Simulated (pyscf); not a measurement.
PySCF, gas phase, ωB97X-D3(BJ)/def2-SVP geometries.

### Question
Estimate by transition-state theory the rate constant of H₂N–Hf(NH₂)(Cl)–Cl (SMILES [NH2][Hf]([NH2])([Cl])[Cl]) + HO–SiH₃ (SMILES O[SiH3]) -> H₂N–Hf(Cl)(Cl)–NH–SiH₂–OH (SMILES [NH2][Hf]([Cl])([Cl])[NH][SiH2]O) + H₂ (SMILES [H][H]) (singlet surface; H–N, H–Si broken, N–Si, H–H formed) at 900 K, with ωB97M-D3(BJ)/def2-TZVP energies (ideal gas, 1 atm, RRHO with modes under 100 cm⁻¹ raised to 100, one conformer, R ln 2 for chiral ones without a mode under 150 cm⁻¹; no tunnelling).

### Answer
The electronic barrier is 37.6 kcal/mol and the thermal terms add +41.5, so ΔG‡ = 79.2 kcal/mol. With k_BT/h = 1.88e+13 s⁻¹ and RT = 1.788 kcal/mol, and a volume of 1.23e-19 cm³ per molecule at 1 atm, k = 1.4e-25 cm³ molecule⁻¹ s⁻¹. Wigner's tunnelling factor for 1581i cm⁻¹ would be 1.27. A shift of 1 kcal/mol in the barrier changes k by a factor 1.7. On the reactant side the descent ends in an adduct with a H–Hf contact (not fully relaxed), 7.5 kcal/mol under the separated species and 40.4 kcal/mol under the saddle at ωB97X-D3(BJ)/def2-TZVP. On the product side the descent ends in an adduct with a Hf–Si contact, 6.4 kcal/mol over the separated species and 53.2 kcal/mol under the saddle at ωB97X-D3(BJ)/def2-TZVP. At the saddle there is also a short H–Si contact that neither side keeps. At ωB97X-D3(BJ)/def2-TZVP the barrier from the zero used here is 32.9 kcal/mol. H₂N–Hf(Cl)(Cl)–NH–SiH₂–OH is closed by a dative Hf–Si, Hf–O contact. This is the saddle that the search found; another between the same sides may lie lower. Elements past Kr carry the def2 core potentials, without spin-orbit coupling.
